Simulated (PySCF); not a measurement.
Values are calculated unless marked as measured or tabulated.
## Si3H7

Si3H7 is a small molecule (built as: Si site whose three back bonds go to SiH3, SiH3, H), neutral, doublet. The structure, one conformer, was relaxed in the gas phase by PBE0-D3(BJ)/def2-SVP. No frequency run checks that it is a minimum.

SMILES: [SiH3][SiH][SiH3]

| atom | x (Å) | y (Å) | z (Å) |
| --- | --- | --- | --- |
| Si1 | -0.056 | -0.304 | 1.003 |
| Si2 | -1.960 | 0.049 | -0.295 |
| Si3 | 1.982 | -0.151 | -0.119 |
| H4 | -0.078 | 0.425 | 2.312 |
| H5 | -3.175 | -0.463 | 0.409 |
| H6 | -2.167 | 1.501 | -0.600 |
| H7 | -1.791 | -0.691 | -1.583 |
| H8 | 3.093 | -0.640 | 0.754 |
| H9 | 2.287 | 1.255 | -0.537 |
| H10 | 1.907 | -1.005 | -1.344 |

EPR values by unrestricted B3LYP, IGLO-III on Si, pcH-1 on H.

(1) Predict g and the largest hyperfine couplings. Where does the spin sit?

(2) How do the isotropic couplings move with BHandHLYP?

Answers

(1) g = 2.0020, 2.0051, 2.0073. The spin sits on Si1 (97 %, bonded to 2 Si + 1 H) by Mulliken populations.
```json
{"atom": "Si1", "isotope": "29Si", "isotropic (MHz)": "-318.0", "dipolar, principal values (MHz)": "-168.0, 83.7, 84.3"}
{"atom": "H9", "isotope": "1H", "isotropic (MHz)": "71.7", "dipolar, principal values (MHz)": "-2.3, -0.2, 2.5"}
{"atom": "H6", "isotope": "1H", "isotropic (MHz)": "69.1", "dipolar, principal values (MHz)": "-2.2, -0.3, 2.5"}
{"atom": "H4", "isotope": "1H", "isotropic (MHz)": "-2.9", "dipolar, principal values (MHz)": "-10.0, 1.7, 8.3"}
{"atom": "H5", "isotope": "1H", "isotropic (MHz)": "6.3", "dipolar, principal values (MHz)": "-2.3, -1.1, 3.4"}
{"atom": "H8", "isotope": "1H", "isotropic (MHz)": "3.1", "dipolar, principal values (MHz)": "-2.3, -1.1, 3.4"}
```

(2) Si1 -318.0 to -350.2 MHz, H9 71.7 to 68.6 MHz, H6 69.1 to 66.2 MHz, H4 -2.9 to -3.6 MHz.
